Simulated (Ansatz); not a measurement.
A series at B: from `OB(O)O`, ligands are replaced one by one, each step taking up H₂ and setting free H₂O; n counts the steps. Ansatz, PBE0-D4/def2-TZVP geometries. Each molecule was computed in one conformer, which needn't be the lowest.

CBS adds triple-zeta CCSD(T) − MP2 to the MP2 limit, frozen cores; atoms without spin–orbit coupling. 

| n | molecule | atomization energy, CCSD(T)/CBS (kJ/mol) |
| --- | --- | --- |
| 0 | `OB(O)O` | 3074.3 |
| 1 | `OBO` | ? |
| 2 | `BO` | 1820.8 |
| 3 | BH₃ | 1175.4 |

Question: By hand: fit a straight line y = ȳ + b (n − n̄) to the 3 given rows and predict n = 1.

Answer: n̄ = 1.667, ȳ = 2023.50; Σ(n − n̄)(y − ȳ) = -2949.70, Σ(n − n̄)² = 4.667, so b = -632.03 kJ/mol a step. Prediction: 2023.50 + (-632.03) × (-0.667) = 2445.1 kJ/mol.

Question: By hand: compare with the computed value, 2456.4 kJ/mol, and give the steps along the whole series.

Answer: The line misses by 11.3 kJ/mol (computed minus predicted). Steps: -617.9, -635.6, -645.4 kJ/mol.

The steps differ by up to 27.5 kJ/mol, small against a whole step but well beyond the method's doubt, so the ligands' effects don't simply add. The miss is 0.6 % of the series' range. The energies themselves are unsure by some kJ/mol a bond, though much of that is common to the series.
